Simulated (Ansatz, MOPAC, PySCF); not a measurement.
Gas-phase reaction in SMILES: C#N (CHN) [formonitrile] + 3 [H][H] (H2) → C (CH4) + N (NH3)

Wanted: energy of full hydrogenation (enthalpy at 298 K), in kcal/mol. Set-up: dispersion terms only where a functional's name holds one; six Cartesian d functions in 6-31G* and its kin unless marked 5d; spin-orbit terms left out; non-relativistic; PM7 with its own dispersion and hydrogen-bond terms. First-principles rows: single points at B3LYP-D3(BJ) geometries (Ansatz, an electronic-structure program), with unscaled harmonic terms from B3LYP/6-31G* at its own minima. Semi-empirical rows: MOPAC heats of formation at their own minima for 298 K.

| species | coefficient | E at B3LYP/6-31G* (Ansatz), Eh | E at M06-2X/def2-TZVPD (PySCF), Eh | H(298 K) - E, kcal/mol | heat of formation at PM7 (MOPAC), kcal/mol |
|---|---|---|---|---|---|
| C#N (CHN) | -1 | -93.42233 | -93.42457 | 12.52 | 29.85 |
| [H][H] (H2) | -3 | -1.17549 | -1.16852 | 8.44 | -32.01 |
| C (CH4) | +1 | -40.51834 | -40.50048 | 30.76 | -14.40 |
| N (NH3) | +1 | -56.54778 | -56.55130 | 24.05 | -4.26 |

Measured values: Active Thermochemical Tables 1.112 (ions: stationary electron), as tabulated in the package chemicals; they hold spin-orbit and core effects, anharmonicity.  Value to compare with, the measured value: -59.6 kcal/mol. 1 Eh = 627.5095 kcal/mol.

Q: Compute it at each level from the table, and compare with the measured value.

A: 
- B3LYP/6-31G*: the sum of coefficient times E is -0.11732 Eh, or -73.62 kcal/mol; the thermal terms add 16.97. Result: -56.6 kcal/mol. Its error against the measured value is 3.0 kcal/mol.
- M06-2X/def2-TZVPD: the sum of coefficient times E is -0.12165 Eh, or -76.34 kcal/mol; the thermal terms add 16.97. Result: -59.4 kcal/mol. Its error against the measured value is 0.2 kcal/mol.
- PM7: the sum of coefficient times heat of formation is 47.52 kcal/mol; it needs no thermal term. Its error against the measured value is 107.1 kcal/mol.
